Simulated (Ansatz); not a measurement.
Molecule: methylidyne radical, CH (charge 0, doublet). SMILES: [CH]
Geometry: optimised at B3LYP-D3(BJ)/def2-TZVP (Ansatz, a program for electronic structure).

Property: enthalpy of formation at 298 K, in kcal/mol. Conventions: 6-311+G** with 5d; six Cartesian d functions in 6-31G* and its kin unless marked 5d; no spin-orbit coupling; UHF or UKS for open shells; LANL2DZ all-electron up to Ne; non-relativistic. First-principles rows: single points at B3LYP-D3(BJ) geometries (Ansatz), with unscaled harmonic terms from B3LYP/6-31G* at its own minima, enthalpies of formation by atomisation with measured atoms.

Measured values: G2/97 table in ASE (Curtiss et al.); they hold spin-orbit and core effects, anharmonicity. 

Value to compare with, the measured value: 142.5 kcal/mol.

| level | program | enthalpy of formation at 298 K (kcal/mol) | error |
|---|---|---|---|
| PBE/STO-3G | Ansatz | 128.1 | -14.4 |
| PBE/3-21G | Ansatz | 147.0 | 4.5 |
| PBE/LANL2DZ | Ansatz | 147.4 | 4.9 |
| PBE/6-31G* | Ansatz | 143.5 | 1.0 |
| PBE/def2-SVP | Ansatz | 142.6 | 0.1 |
| PBE/6-311+G** | Ansatz | 142.6 | 0.1 |
| PBE/def2-TZVPD | Ansatz | 141.8 | -0.7 |

Among the 6 habitual levels, PBE/STO-3G lies farthest from the measured value (-14.4 kcal/mol); 5 of 6 lie above it, and their mean absolute error is 4.2 kcal/mol, the median 2.8. One case shows no general order.

The sets are all those run for this method; runs whose electronic state is in doubt are left out.
